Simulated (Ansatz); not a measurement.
Input (CCSDT(Q)/cc-pVDZ; Ansatz, a program for electronic structure):

Ansatz 0.2 input:
```yaml
crystal:
  periodic: [false, false, false]
  atoms:
    - {symbol: C, position_ang: [-0.00000000, -0.00000000, 0.00000000]}
    - {symbol: C, position_ang: [-0.00517784, -0.00003491, 1.30012584]}
    - {symbol: C, position_ang: [0.00517784, 0.00003491, -1.30012584]}
    - {symbol: H, position_ang: [-0.01084802, 0.92621741, 1.86315371]}
    - {symbol: H, position_ang: [-0.00399217, -0.92631746, 1.86313127]}
    - {symbol: H, position_ang: [0.93368018, 0.00347788, -1.85945350]}
    - {symbol: H, position_ang: [-0.91884000, -0.00337783, -1.86683148]}
basis:
  gaussian:
    orbitals: cc-pVDZ
magnetization: {spin_polarized: false}
correlation: {method: ccsdt_q, electrons: outside_noble_gas}
```

Output:

```
Functional definition: HF
integrals: 0.05 GiB planned
1160 factors; integrals over basis functions are off by at most 1.4e-7 eV
mean field: 0.15 GiB planned
mean field evaluation 1: about -3151.4105 eV, gradient 2.2e1 eV
mean field evaluation 2: about -3151.4120 eV, gradient 2.2e1 eV
mean field evaluation 4: about -3153.0334 eV, gradient 2.0e0 eV
mean field evaluation 8: about -3153.0537 eV, gradient 3.4e-4 eV
mean field evaluation 16: about -3153.0525 eV, gradient 2.8e-1 eV
mean field -3153.05372108 eV, -115.8725870330 hartree, gradient 1.7e-6 eV, S^2 0.000000; 0 other end points of the search recorded, 0 dependent functions left out
3 core orbitals not correlated
reference -3153.05372108 eV, -115.8725870330 hartree; 8, 8 occupied and 51, 51 virtual orbitals, 1160 factors
second order -10.63191132 eV of doubles, -0.00000000 eV of singles
coupled cluster: 0.96 GiB planned
cycle   1  -11.15491562 eV  change   -5.2e-1 eV  update   9.5e-2
cycle   2  -11.75307462 eV  change   -6.0e-1 eV  update   4.4e-2
cycle   3  -12.06588247 eV  change   -3.1e-1 eV  update   2.2e-2
cycle   4  -12.03136987 eV  change    3.5e-2 eV  update   7.2e-3
cycle   5  -12.02800024 eV  change    3.4e-3 eV  update   3.9e-3
cycle   6  -12.03398888 eV  change   -6.0e-3 eV  update   1.3e-3
cycle   7  -12.03596931 eV  change   -2.0e-3 eV  update   6.3e-4
cycle   8  -12.03527185 eV  change    7.0e-4 eV  update   2.4e-4
cycle   9  -12.03535887 eV  change   -8.7e-5 eV  update   9.8e-5
cycle  10  -12.03543275 eV  change   -7.4e-5 eV  update   3.4e-5
cycle  11  -12.03540481 eV  change    2.8e-5 eV  update   1.4e-5
cycle  12  -12.03543059 eV  change   -2.6e-5 eV  update   6.2e-6
cycle  13  -12.03543366 eV  change   -3.1e-6 eV  update   2.5e-6
cycle  14  -12.03543605 eV  change   -2.4e-6 eV  update   1.1e-6
cycle  15  -12.03543711 eV  change   -1.1e-6 eV  update   3.0e-7
perturbative correction -0.03105546 eV, -0.0011412670 hartree
Total energy: -3165.12021365 eV, -116.3160224560 hartree
```
